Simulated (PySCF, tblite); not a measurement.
## A complex of chloride and 4 × ammonia

A gas-phase complex of chloride and 4 × ammonia; charge -1, singlet. The structure comes from a short search (6 tight-binding starts) and was relaxed by PBE0-D3(BJ)/def2-SVPD; another way of binding may lie lower. No frequency run checks that it is a minimum.

```
part      name  SMILES  atoms  charge  multiplicity
   1  chloride   [Cl-]      1      -1             1
   2   ammonia       N    2–5       0             1
   3   ammonia       N    6–9       0             1
   4   ammonia       N  10–13       0             1
   5   ammonia       N  14–17       0             1
```

```csv
atom,part,x (Å),y (Å),z (Å)
Cl1,1,-4.131,1.399,-2.216
N2,2,-1.472,2.486,-0.362
H3,2,-0.887,2.507,-1.198
H4,2,-2.344,2.050,-0.686
H5,2,-1.041,1.828,0.281
N6,3,-3.412,4.629,-1.635
H7,3,-4.136,5.122,-1.120
H8,3,-2.696,4.371,-0.953
H9,3,-3.819,3.725,-1.912
N10,4,-1.330,2.822,-3.491
H11,4,-2.110,2.201,-3.234
H12,4,-1.272,2.795,-4.505
H13,4,-1.678,3.751,-3.256
N14,5,-3.005,6.131,-4.321
H15,5,-3.609,5.578,-4.924
H16,5,-3.083,5.696,-3.388
H17,5,-2.057,5.946,-4.642
```

```tsv
contact	kind (by geometry)	distance (Å)	angle (°)
H16···N6	hydrogen bond	2.078	172
H9···Cl1	hydrogen bond	2.366	162
H11···Cl1	hydrogen bond	2.401	161
H4···Cl1	hydrogen bond	2.441	159
H8···N2	hydrogen bond	2.324	138
H3···N10	hydrogen bond	2.356	134
```

Interaction energies are complex less parts, with the parts frozen as they stand in it; counterpoise-corrected, in kcal/mol (PySCF).

**Question.** Give the interaction energy at each level run.

**Answer.** 
| level | interaction | superposition error removed |
| --- | --- | --- |
| wB97M-D3(BJ)/def2-SVPD | -34.59 | -4.51 |
| PBE0-D3(BJ)/def2-SVPD | -35.82 | -4.32 |

**Question.** What holds them together? Decompose the wB97M-D3(BJ)/def2-SVPD energy: frozen parts, their antisymmetrised product, then relaxation.

**Answer.** electrostatic -48.6, Pauli repulsion +39.7, orbital relaxation -23.9, dispersion correction -6.4 kcal/mol, which sum to the value before the counterpoise correction; the Pauli term holds the exchange-correlation of the frozen density too. Of the attraction, 62 % is electrostatic, 30 % is orbital relaxation, 8 % is dispersion correction.

The parts were also relaxed and run alone, at the levels used for the complex: shieldings by PBE0/aug-pcSseg-1; core levels by delta-SCF with SCAN, aug-pcX-2 on the ionised atom and aug-pcseg-1 elsewhere, spin-free X2C (2p3/2 is the spin-free 2p value less a third of a first-order spin-orbit splitting).

**Question.** What does binding change?

**Answer.** 
```
                 property   alone  in the complex  change
         N14–H16 bond (Å)   1.016           1.032  +0.016
   shielding of H16 (ppm)   31.35           26.11   -5.24
    shielding of N6 (ppm)   258.5           236.4   -22.0
    shielding of H9 (ppm)   31.35           26.98   -4.37
   shielding of Cl1 (ppm)  1149.1          1035.9  -113.3
Cl1 2p3/2 core level (eV)  196.90          198.19   +1.29
    N6 1s core level (eV)  405.54          400.73   -4.80
   N14 1s core level (eV)  405.54          401.35   -4.19
```
